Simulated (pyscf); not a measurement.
Structures and frequencies: ωB97X-D3(BJ)/def2-SVP in PySCF.

SMILES: [F][W]([F])(=[S])([SH])[Cl]
```xyz
7

F     -1.6428     1.7182    -1.8148
W     -0.1264     0.8867    -1.1442
F      0.9068    -0.5489    -0.5696
S      0.8832     2.4810    -0.2617
S     -1.7419     0.0203     0.3379
Cl     0.5844     0.5086    -3.2794
H     -0.9115    -0.7906     1.0212
```
Charge 0, spin multiplicity 1.

### Question
How much does it cost (ΔH, 298 K, ωB97M-D3(BJ)/def2-TZVP) to split F–W(F)(=S)(SH)–Cl at its Cl–W bond into [F–W(F)(=S)–SH]• + Cl•?

### Answer
Cl–W to [F–W(F)(=S)–SH]• + Cl•: 316.5 kJ/mol. The 7 functionals that were run give +310.4 (M06-2X) to +352.2 kJ/mol (r²SCAN). The radicals are drawn with the spin at the cut bond; how far it spreads was not checked. Other isomers of [F–W(F)(=S)–SH]• were not searched in full and may lie lower. Left out: the spin-orbit lowering of Cl. Open-shell species with a d-block atom are single-reference here; other states, and whether the spin sits on metal or ligand, were not checked. Elements past Kr carry the def2 core potentials, without spin-orbit coupling.
